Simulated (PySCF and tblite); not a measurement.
The numbers below are computed, except where a source is named.
C3H3FN2, numbered as in [F:1][c:2]1[cH:3][n:4][nH:5][cH:6]1.

GFN2-xTB molecular dynamics (tblite; Langevin, friction 0.005 fs⁻¹, 1.5 fs steps, hydrogen mass 4 u): 400 + 8000 steps at each temperature, started from the lowest conformer, nuclei classical.

GIAO shieldings at PBE0/pcSseg-1 (PySCF) on 20 frames a temperature; like atoms are averaged, and of two unlike H on one atom a is the less shielded at the minimum.

Question: How far do thermal motions move the shieldings from their values at the minimum?

Answer: 
```csv
signal,σ at minimum (ppm),"Δσ, 150 K","Δσ, 300 K","Δσ, 600 K"
F1,362.8,-4.2 ± 0.7,-4.0 ± 1.7,-8.8 ± 2.4
C2,26.1,-1.3 ± 0.7,-1.2 ± 1.0,-4.1 ± 1.7
C3,56.1,-1.6 ± 0.9,-1.3 ± 1.2,-3.1 ± 1.7
N4,-69.4,-8.9 ± 1.8,-4.6 ± 3.3,-6.3 ± 5.0
N5,58.2,-1.8 ± 1.3,-1.0 ± 2.1,-4.1 ± 2.9
C6,69.5,-1.7 ± 0.8,-0.8 ± 1.4,-5.2 ± 1.9
H3,24.15,-0.19 ± 0.09,-0.11 ± 0.12,-0.47 ± 0.18
H5,22.55,0.08 ± 0.11,-0.06 ± 0.12,-0.22 ± 0.22
H6,24.37,-0.10 ± 0.08,-0.03 ± 0.15,-0.34 ± 0.17
```

Errors are standard errors over frames. Zero-point motion is missing, and a reference compound would move too.

Question: What do the single frames at 150 K give for C6?

Answer: 
| t (fs) | V above the minimum, tight binding (kcal/mol) | E above it, DFT (kcal/mol) | torsions (°) | σ (ppm) |
| --- | --- | --- | --- | --- |
| 900 | 4.0 | 4.8 | none | 66.7 |
| 1500 | 2.3 | 2.5 | none | 71.1 |
| 2100 | 2.1 | 2.4 | none | 70.3 |
| 2700 | 3.7 | 4.6 | none | 67.8 |
| 3300 | 5.1 | 5.2 | none | 72.1 |
| 3900 | 3.1 | 3.6 | none | 70.8 |
| 4500 | 2.4 | 3.0 | none | 74.2 |
| 5100 | 3.8 | 4.7 | none | 64.5 |
| 5700 | 2.7 | 2.3 | none | 69.4 |
| 6300 | 4.4 | 4.4 | none | 63.8 |
| 6900 | 3.7 | 4.5 | none | 63.5 |
| 7500 | 3.4 | 2.5 | none | 73.6 |
| 8100 | 3.6 | 4.1 | none | 63.4 |
| 8700 | 2.2 | 3.2 | none | 66.6 |
| 9300 | 3.1 | 2.9 | none | 65.5 |
| 9900 | 2.2 | 1.8 | none | 61.5 |
| 10500 | 3.4 | 3.9 | none | 68.4 |
| 11100 | 3.2 | 3.5 | none | 69.7 |
| 11700 | 2.7 | 3.4 | none | 69.2 |
| 12300 | 4.4 | 4.3 | none | 64.1 |

Changes within two standard errors are not significant.

The study took 7.7 min on 1 thread of AMD EPYC 7B13, on a host shared with other jobs (rough), peak memory 0.55 GiB, launched as `OMP_NUM_THREADS=1 python ens_run.py task.json out`.
